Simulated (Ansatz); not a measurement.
## Other spins and charges of PH2⁻, singlet at one geometry

Geometry (PBE0/def2-TZVPD stationary point for this spin, not checked as a minimum):

```xyz
3

P     0.0000   -0.0612    0.0000
H     0.0000    0.9398   -1.0301
H     0.0000    0.9398    1.0301
```

Basis aug-cc-pVTZ; Ansatz 0.2.0. Only valence electrons are correlated (noble-gas cores frozen). R marks a restricted (for open shells ROHF) determinant, U an unrestricted one. Active spaces: valence = (8e, 6o) chosen from the atoms' valence shells.

Gaps are energies of the second state less the first, at fixed atoms, for a selection of the levels run; each method lands on the state that its own search finds for that charge and spin.

Q: PBE gives 1.239 eV for removing an electron, to the doublet. Estimate what UCCSDT(Q) gives in aug-cc-pVTZ.

A: UCCSDT(Q) in aug-cc-pVTZ gives 1.194 eV, so against it PBE is off by 0.045 eV.

```csv
level,gap (eV),error (meV)
RMP2,1.173,-21
UCCSD,1.095,-99
UCCSD(T),1.189,-5
RCCSDT,1.187,-7
MRCISD (valence space),0.975,-219
r2SCAN,1.130,-64
wB97M-V,1.244,50
B2PLYP,1.172,-22
RPA-PBE,1.434,240
```

Full CI isn't at hand for all of this; UCCSDT(Q) serves as the reference, and is uncertain by about the last step of the cluster series. The frozen core follows each run's orbitals, which can shift R against U totals by a few meV.
